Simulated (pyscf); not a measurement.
Addition across a multiple bond or ene-type step: HO–BH–OH + ethylene (H₂C=CH₂) → H₃C–CH₂–O–BH–OH

Gas phase, singlet surface, charge 0. Bonds broken: O1–H4. Bonds formed: O1–C7, H4–C8. Optimised with ωB97X-D3(BJ)/def2-SVP in PySCF.

Transition state (Å):

```xyz
12

O     -1.0676    -0.2621     0.1494
B     -1.3703    -1.4594    -0.4027
O     -2.6143    -1.7510    -0.9019
H     -1.2657     1.0109     0.4119
H     -0.5333    -2.3364    -0.4780
H     -3.2151    -1.0034    -0.7971
C      0.3991     0.9308     0.8450
C     -0.4952     2.0116     0.8745
H      0.5958     0.3247     1.7328
H      1.0687     0.7633    -0.0025
H     -0.4167     2.7766     0.0951
H     -0.8919     2.3359     1.8422
```

One imaginary mode, 1809i cm⁻¹; descent along it reached the two sides named.

```csv
bond,change,reactant side (Å),saddle,product side
O1–H4,breaks,0.966,1.315,2.392
O1–C7,forms,3.4,2.014,1.424
H4–C8,forms,2.9,1.345,1.100
```

Electronic energies relative to the separated reactants (kcal/mol):

```json
[
 {"level": "ωB97X-D3(BJ)/def2-TZVP", "barrier": "53.5", "reaction energy": "-20.0", "reverse barrier": "73.5"},
 {"level": "PBE/def2-TZVP", "barrier": "44.2", "reaction energy": "-17.2", "reverse barrier": "61.4"},
 {"level": "r²SCAN/def2-TZVP", "barrier": "47.4", "reaction energy": "-18.7", "reverse barrier": "66.1"},
 {"level": "B3LYP-D3(BJ)/def2-TZVP", "barrier": "51.0", "reaction energy": "-16.4", "reverse barrier": "67.5"},
 {"level": "PBE0-D3(BJ)/def2-TZVP", "barrier": "49.3", "reaction energy": "-20.8", "reverse barrier": "70.0"},
 {"level": "M06-2X/def2-TZVP", "barrier": "55.0", "reaction energy": "-18.7", "reverse barrier": "73.8"},
 {"level": "ωB97M-D3(BJ)/def2-TZVP", "barrier": "53.4", "reaction energy": "-17.1", "reverse barrier": "70.5"},
 {"level": "HF/def2-TZVP", "barrier": "73.1", "reaction energy": "-13.3", "reverse barrier": "86.4"}
]
```

With ωB97M-D3(BJ)/def2-TZVP energies and thermal terms (ideal gas, 1 atm, RRHO with modes under 100 cm⁻¹ raised to 100, one conformer, R ln 2 for chiral ones without a mode under 150 cm⁻¹), in kcal/mol:

```tsv
T (K)	ΔH‡	ΔG‡	ΔH	ΔG
298	50.7	61.1	-14.3	-3.5
600	51.2	71.4	-14.2	+7.5
900	52.1	81.3	-13.6	+18.2
1200	53.0	91.0	-12.6	+28.7
```

The same reactants have a lower exit, to H₃C–CH₂–B(OH)–OH (barrier +36.1 kcal/mol at ωB97M-D3(BJ), against +53.4 kcal/mol here). H₃C–CH₂–O–BH–OH lies 18.3 kcal/mol over its isomer H₃C–CH₂–B(OH)–OH (electronic energy, ωB97M-D3(BJ)). One saddle was located; it need not be the lowest between these sides.
